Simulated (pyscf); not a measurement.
Thermochemistry of product channels of O=Si(Cl)–Cl + hydrogen chloride (HCl) on the singlet surface, in kJ/mol, from CCSD(T)/def2-TZVPP + ΔMP2(QZVPP) energies (ideal gas, 1 atm, RRHO with modes under 100 cm⁻¹ raised to 100, one conformer, R ln 2 for rigid chiral ones). Optimised with ωB97X-D3(BJ)/def2-SVP in PySCF. MP2 and CC: frozen core, UHF for open shells. ΔMP2 is the change of the MP2 total energy from the triple- to the quadruple-zeta basis.

```tsv
products	ΔE	ΔH(298 K)	ΔG(298 K)	ΔG(900 K)
O=SiH–Cl + chlorine (Cl–Cl)	?	+262.0	+259.0	+254.6
HO–Si:–Cl [singlet] + chlorine (Cl–Cl)	+209.2	+214.4	+210.2	?
```

Problem. Fill in the missing entries.

Solution. 
- O=SiH–Cl + chlorine (Cl–Cl), ΔE: +263.0
- HO–Si:–Cl [singlet] + chlorine (Cl–Cl), ΔG(900 K): +202.5

These are energies of the channels, which say nothing of barriers. The CCSD(T) − MP2 part came from Ansatz, without density fitting, on the same reference.
